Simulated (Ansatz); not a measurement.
## Other spins and charges of P2⁺, doublet at one geometry

Geometry (PBE0/def2-TZVP stationary point for this spin):

```xyz
2

P     0.0000    0.0000    0.0000
P     0.0000    0.0000    1.9656
```

Basis 6-31G; Ansatz 0.2.0. Only valence electrons are correlated (noble-gas cores frozen). R marks a restricted (for open shells ROHF) determinant. Active spaces: valence = (9e, 8o) chosen from the atoms' valence shells.

Gaps are energies of the second state less the first, at fixed atoms, for a selection of the levels run; each method lands on the state that its own search finds for that charge and spin.

Coupled cluster chose its determinant by trial CCSD, here up to 0.70 eV above the lowest Hartree–Fock solution of its kind. For open shells CISD and CISDTQ are restricted-active-space CI with the open shells as a complete middle space. The determinant of the P2⁺ quartet fills πx and πy unequally, so it is a mixture of Σ and Δ, which weighs on every level built on one determinant.

Quartet less doublet: 1.962 eV at full CI (doublet Ag, quartet B1u, in D2h).

Large singles or doubles amplitudes warn of static correlation in the P2⁺ doublet.

By full CI's occupations no single determinant describes the quartet well.

| level | gap (eV) | error (meV) |
| --- | --- | --- |
| RCCSD* | 2.083 | 121 |
| RCCSD(T)* | 2.034 | 72 |
| BCCD(T)* | 2.032 | 70 |
| CISDTQ | 1.888 | -74 |
| CASSCF (valence space) | 2.039 | 77 |
| NEVPT2 (valence space) | 1.987 | 25 |
| MRCISD (valence space) | 1.970 | 8 |
| MRCISD+Q (valence space) | 1.967 | 5 |

An asterisk marks runs whose energy the program itself flagged as in doubt.

Full CI is exact within this basis and frozen core; it isn't the basis-set limit.
